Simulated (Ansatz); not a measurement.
## Ansatz (development build ahead of 0.2.0) run

```yaml
crystal:
  periodic: [false, false, false]
  atoms:
    - { symbol: C, position_ang: [0.0, 0.0, -1.13983] }
    - { symbol: C, position_ang: [0.0, 0.0, 0.19732] }
    - { symbol: C, position_ang: [0.0, 0.0, 1.31123] }
    - { symbol: H, position_ang: [0.0, -0.94535, -1.5039] }
    - { symbol: H, position_ang: [-0.8187, 0.47267, -1.5039] }
    - { symbol: H, position_ang: [0.8187, 0.47267, -1.5039] }
    - { symbol: H, position_ang: [0.0, 0.0, 2.29937] }
basis:
  gaussian: { orbitals: def2-TZVP }
hamiltonian:
  xc: hf
correlation:
  method: mp2
  frozen_orbitals: { C: 1, H: 0 }
```

The input is written out in the form of the current development build from the run's settings.

Output:

```yaml
Converged: yes
Reference_energy: -115.87075 hartree
Correlation_energy: -0.45763 hartree
Total_energy: -116.32839 hartree
Spin_squared_of_the_determinant: 0.000
```

Caution: no unrestricted run beside it, a lower state can exist.
